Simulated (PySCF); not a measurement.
## Bonding in `C=CC=C=S`

Compound: C4H4S.
Numbering: `[CH2:1]=[CH:2][CH:3]=[C:4]=[S:5]` (hydrogens: H6, H7 on C1; H8 on C2; H9 on C3)

Geometry (GFN2-xTB, Å), atoms numbered from 1 in this order:
```xyz
9
C4H4S angstrom
C     -1.6591   -0.0113   -0.1898
C     -0.3766    0.2869   -0.3748
C      0.6938   -0.2890    0.4086
C      1.9608   -0.0154    0.2524
S      3.4685    0.3150    0.0644
H     -2.4306    0.4357   -0.7910
H     -1.9795   -0.7095    0.5655
H     -0.0775    0.9910   -1.1387
H      0.4137   -0.9974    1.1783
```

Bond orders from the PBE0/pcSseg-1 density (PySCF). One conformer (not necessarily the lowest) at the GFN2-xTB geometry, without solvent, vibrations or thermal averaging.

Q: How far do the computed orders between heavy atoms stray from the drawn ones?

A: The largest departure is 0.318, at C3–C4 (drawn double, 1.682). Drawn double or triple, more than 0.30 short of the drawn order: C3–C4 (1.682).

Q: Give the Mayer order of every bond between heavy atoms, beside its length.

A: 
```csv
bond,drawn as,length (Å),Mayer order
C1–C2,double,1.330,1.899
C2–C3,single,1.446,1.116
C3–C4,double,1.306,1.682
C4–S5,double,1.555,1.952
```

By pair of heavy elements: C–C: lowest C2–C3 (1.116, 1.446 Å), highest C1–C2 (1.899, 1.330 Å); in 1 of the 3 pairs the longer bond (by over 0.003 Å) has the higher order (by 0.02 or more).

Q: And the bonds to hydrogen?

A: C–H: 0.90 to 0.96 (4 bonds).

Q: Sum the orders of all bonds at each heavy atom with more than one neighbour and set the sums beside the valence in the SMILES.

A: C1 3.805 (drawn 4), C2 3.974 (drawn 4), C3 3.700 (drawn 4), C4 3.634 (drawn 4). Orders between atoms that aren't bonded are not in these sums.

For a closed shell the Mayer order of atoms A and B is Σ (PS)μν (PS)νμ over the basis functions μ on A and ν on B, with P the density and S the overlap matrix.
